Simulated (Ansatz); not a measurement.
Reaction (isomerisation): `CCC(C)(C)C` → `CC(C)C(C)C`

Computed with Ansatz on PBE0-D4/def2-TZVP structures; ΔE is electronic, products minus reactants. CCSD(T)/CBS adds triple-zeta CCSD(T) − MP2 to the extrapolated MP2 energy (def2 sets, frozen cores). Functionals use def2-TZVPP. One conformer a species, not always the lowest.

| species | BHLYP energy (Eh) |
| --- | --- |
| `CCC(C)(C)C` | -237.00882 |
| `CC(C)C(C)C` | -237.00736 |

Work out ΔE.

ΔE = (-237.00736) − (-237.00882) = 0.00146 Eh = +0.9 kcal/mol. CCSD(T)/CBS gives +1.6 kcal/mol.

Largest T1 diagnostic among the species: 0.008.

Leaving LDA and LC-ωPBE aside and taking each functional with its dispersion term where it has one, the values, not all of them listed here, spread over 0.4 kcal/mol, from PBE-D4 to B97M-V. In def2-TZVPP, CCSD(T) changes the Hartree–Fock value by +0.8 kcal/mol (the triples alone add +0.1 kcal/mol) and MP2 by +1.2 kcal/mol.
